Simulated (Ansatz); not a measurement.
## [H2PO2]− (SMILES O=[PH2][O-]): the vertical energy of the triplet above the singlet, rung by rung

[H2PO2]− has 5 atoms, charge -1, and is taken as a singlet. As SMILES, `O=[PH2][O-]`. The coordinates come from a GFN2-xTB relaxation.

Quantity: the vertical energy of the triplet above the singlet, in eV. The values are calculated.

| level | kind | program | value (eV) | less FCI/STO-3G | CPU time (all runs) |
| --- | --- | --- | --- | --- | --- |
| HF/STO-3G | Hartree–Fock | Ansatz | 8.03 | -0.62 | 0.78 s |
| BLYP/STO-3G | GGA | Ansatz | 8.12 | -0.53 | 11 s |
| PBE/STO-3G | GGA | Ansatz | 8.23 | -0.42 | 7.6 s |
| revPBE/STO-3G | GGA | Ansatz | 8.22 | -0.43 | 7.6 s |
| B3LYP/STO-3G | global hybrid | Ansatz | 8.46 | -0.19 | 4.8 s |
| CAM-B3LYP/STO-3G | range-separated hybrid | Ansatz | 8.68 | +0.03 | 10 s |
| RPA@PBE/STO-3G | RPA | Ansatz | 7.61 | -1.04 | 13 s |
| MP2/STO-3G | perturbation theory | Ansatz | 8.89 | +0.24 | 1 s |
| FCI/STO-3G | exact in the basis | Ansatz | 8.65 | 0.00 | 23 s |

FCI/STO-3G is exact within its basis and frozen core, so for wave-function methods in that basis the difference is their error; functionals converge differently with the basis, so for them it is only a difference. Sets without diffuse functions describe the anion poorly. The values span 7.61 to 8.89 eV. All rows use very small basis sets, so none should be taken for the real molecule's value. Times are those of the runs behind each value, whatever else they computed, on shared processors of several kinds: orders of magnitude only.
